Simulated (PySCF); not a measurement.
Job file and geometry (Å, from PBE0-D3(BJ)/def2-SVP) of an NMR shielding run on lithium hydroxide ([Li][OH], HLiO), GIAO mPW1PW91/pcSseg-2 NMR shielding, non-relativistic, gas phase in PySCF; density fitting, a coarse starting grid and PySCF grid level 2 are the driver's defaults:

```
{"job": {"kind": "nmr", "xc": "mPW1PW91", "basis": "pcSseg-2", "pop": false}, "charge": 0, "multiplicity": 1}
Li     1.354262     0.122448    -0.014219
O     -0.191417    -0.019423    -0.007130
H     -1.139884    -0.108105    -0.003761
```

Task: Write the output of this run.

Result: 
```
coarse grid: 2784 points
cycle   1  E = -83.1858984727  dE =  2.756e-02  |g| = 1.022e+00  |ddm| = 1.026e+00
cycle   2  E = -80.4524499472  dE =  2.733e+00  |g| = 2.728e+00  |ddm| = 2.620e+00
cycle   3  E = -83.3555901224  dE = -2.903e+00  |g| = 3.412e-01  |ddm| = 2.533e+00
cycle   4  E = -83.3852933706  dE = -2.970e-02  |g| = 7.857e-02  |ddm| = 1.866e-01
cycle   5  E = -83.3864913651  dE = -1.198e-03  |g| = 1.150e-02  |ddm| = 5.639e-02
cycle   6  E = -83.3865112229  dE = -1.986e-05  |g| = 3.501e-03  |ddm| = 7.898e-03
cycle   7  E = -83.3865133847  dE = -2.162e-06  |g| = 7.263e-04  |ddm| = 1.286e-03
final grid: 27432 points
cycle   8  E = -83.3874334981  dE = -1.706e-04  |g| = 9.901e-03  |ddm| = 2.365e-02
cycle   9  E = -83.3874050044  dE =  2.849e-05  |g| = 1.578e-02  |ddm| = 9.446e-03
cycle  10  E = -83.3874481350  dE = -4.313e-05  |g| = 1.247e-03  |ddm| = 6.372e-03
cycle  11  E = -83.3874484027  dE = -2.677e-07  |g| = 1.593e-04  |ddm| = 4.888e-04
cycle  12  E = -83.3874484072  dE = -4.481e-09  |g| = 1.718e-05  |ddm| = 9.623e-05
cycle  13  E = -83.3874484073  dE = -7.813e-11  |g| = 1.805e-06  |ddm| = 1.850e-05
converged SCF energy = -83.3874484073

GIAO shielding tensors (ppm)
atom      isotropic    diamagn.    paramagn.     s11        s22        s33       span
  0 Li      89.236      99.822     -10.586     79.839     79.839    108.031     28.192
  1 O      315.658     391.950     -76.292    267.112    267.118    412.745    145.634
  2 H       32.646      33.076      -0.430     25.206     25.206     47.525     22.319
```

Size and cost of the density-fitted run: 71 basis functions, 0.8 s wall time on 1 thread of an x86-64 server CPU, shared host.
